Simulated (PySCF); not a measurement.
Ethyl isopropyl sulfide, C₅H₁₂S.
Atom-mapped SMILES: `[CH3:1][CH2:2][S:3][CH:4]([CH3:5])[CH3:6]` (hydrogens: H7, H8, H9 on C1; H10, H11 on C2; H12 on C4; H13, H14, H15 on C5; H16, H17, H18 on C6)

The same species was optimised twice, with GFN2-xTB and with PBE0-D3(BJ)/def2-SVP (PySCF), and the same property calculations (PySCF, gas phase) were run on both structures.

| coordinate | GFN2-xTB | PBE0-D3(BJ)/def2-SVP | change |
| --- | --- | --- | --- |
| S3–C4 (Å) | 1.846 | 1.830 | -0.016 |
| C2–S3 (Å) | 1.827 | 1.814 | -0.013 |
| C4–C6 (Å) | 1.519 | 1.522 | +0.003 |
| C4–C5 (Å) | 1.520 | 1.519 | -0.001 |
| C1–C2 (Å) | 1.517 | 1.517 | 0.000 |
| C1–C2–S3 (°) | 112.3 | 115.0 | +2.7 |
| S3–C4–C5 (°) | 109.9 | 112.5 | +2.6 |
| S3–C4–C6 (°) | 108.7 | 106.5 | -2.2 |
| C2–S3–C4 (°) | 100.6 | 102.6 | +2.0 |
| C5–C4–C6 (°) | 112.0 | 112.2 | +0.2 |
| C1–C2–S3–C4 (°) | 83 | 66 | -17 |
| C2–S3–C4–C5 (°) | 91 | 64 | -27 |

Rotational constants: A = 4371, B = 1634, C = 1549 MHz (GFN2-xTB) against A = 4314, B = 1742, C = 1553 MHz (PBE0-D3(BJ)/def2-SVP). Point groups within 0.08 Å: C1 and C1.

On the GFN2-xTB structure: lowest singlet, TDDFT (eV) 5.37 [CAM-B3LYP/def2-SVPD]; isotropic polarisability (au) 84.0 [CAM-B3LYP/def2-SVPD]; HOMO (eV) -7.53 [CAM-B3LYP/def2-SVPD]; LUMO (eV) 1.33 [CAM-B3LYP/def2-SVPD]; dipole (D) 1.78 [CAM-B3LYP/def2-SVPD].

What do these properties become on the PBE0-D3(BJ)/def2-SVP structure?

```
                                    property                level  on GFN2-xTB  on PBE0-D3(BJ)/def2-SVP  change
                  lowest singlet, TDDFT (eV)  CAM-B3LYP/def2-SVPD         5.37                     5.61   +0.24
               isotropic polarisability (au)  CAM-B3LYP/def2-SVPD         84.0                     84.8    +0.8
                                   HOMO (eV)  CAM-B3LYP/def2-SVPD        -7.53                    -7.60   -0.07
                                   LUMO (eV)  CAM-B3LYP/def2-SVPD         1.33                     1.26   -0.07
                                  dipole (D)  CAM-B3LYP/def2-SVPD         1.78                     1.73   -0.05
energy, GFN2-xTB geometry as zero (kcal/mol)  CAM-B3LYP/def2-SVPD          0.0                     -1.4    -1.4
```

The heavy atoms differ by 0.337 Å rms after alignment. Among bonds between heavy atoms S3–C4 changes most (-0.016 Å). Changes are differences of the printed values. Neither structure is proved a minimum here.

The values belong to the conformer `[CH3:1][CH2:2][S:3][CH:4]([CH3:5])[CH3:6]`: C1–C2–S3–C4 66°, C2–S3–C4–C5 64°.
